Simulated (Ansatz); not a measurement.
This Ansatz (a first-principles code) input (wB97M-V/6-311G**) gives -291.19498 Eh with 45 basis functions. A basis named .json is the Basis Set Exchange file of that set (core-valence sets with the plain set on hydrogen).

Ansatz 0.2 input:
```yaml
crystal:
  periodic: [false, false, false]
  atoms:
    - {symbol: Si, position_ang: [-0.00208985, 0.00098185, 0.08026338]}
    - {symbol: H, position_ang: [0.00076796, 1.40657062, -0.39205880]}
    - {symbol: H, position_ang: [1.23601882, -0.70198617, -0.33410250]}
    - {symbol: H, position_ang: [-1.20752894, -0.71833034, -0.39752608]}
basis:
  gaussian:
    orbitals: 6-311G__.json
hamiltonian:
  xc: {name: wB97M-V}
magnetization: {spin_polarized: true, initial_magnetization: 1}
```

Change:
```diff
- orbitals: 6-311G__.json
+ orbitals: 6-311++G_2d_2p_.json
```

Q: What does the run give now?

A: -291.19724 Eh (wB97M-V/6-311++G(2d,2p), 65 functions), a change of -2.26 mEh.
